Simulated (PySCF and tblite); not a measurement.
C₄H₇N, numbered as in [CH:1]#[C:2][C@H:3]([CH3:4])[NH2:5].

The ensemble was built from 60 distance-geometry starts (ETKDG and KDG, MMFF94s, GFN2-xTB) and rests on GFN2-xTB geometries. Energies: PBE0-D3(BJ)/pcSseg-1 (IEF-PCM, chloroform), with GFN2-xTB thermal terms (modes under about 100 cm⁻¹ blended into free rotors). Symmetry numbers and mirror images are counted. Conformers within 2.5 kcal/mol (GFN2-xTB free energy) were kept, 6 at most. GIAO shieldings: PBE0/pcSseg-1 (IEF-PCM, chloroform). Shifts are against TMS (¹H), TMS (¹³C), NH3 (¹⁵N) at the same level. Programs: PySCF with density fitting and tblite.

Torsions listed: C4–C3–N5–H5.

| conformer | shape | symmetry | E(GFN2) kcal/mol | E(DFT) kcal/mol |
| --- | --- | --- | --- | --- |
| 1 | 180° | C1 | 0.00 | 0.00 |
| 2 | -175° | C1 | 2.09 | 1.67 |
| 3 | 56° | C1 | 1.02 | 1.49 |

Problem. How much do the weights at 298.15 K and the averaged shift of H3 depend on how the conformers are weighted?

Solution. 
```tsv
weighting	1 (%)	2 (%)	3 (%)	δ (ppm)	rms dipole (D)
DFT energy with thermal terms, symmetry and mirror images (full scheme)	85	8	7	3.71	1.03
DFT energy with symmetry and mirror images	88	5	7	3.69	0.99
bare DFT energy	88	5	7	3.69	0.99
GFN2-xTB energy with symmetry and mirror images	83	2	15	3.69	1.08
GFN2-xTB free energy	81	4	15	3.70	1.11
leading conformer alone	100	0	0	3.64	0.76
equal weights	33	33	33	3.95	1.65
full scheme, search stopped after three starts	92	0	8	3.66	0.93
```

The largest departure from the full scheme, 0.24 ppm, comes with: equal weights.


¹⁵N shifts are against a computed isolated NH3 molecule, about 20 ppm from the liquid.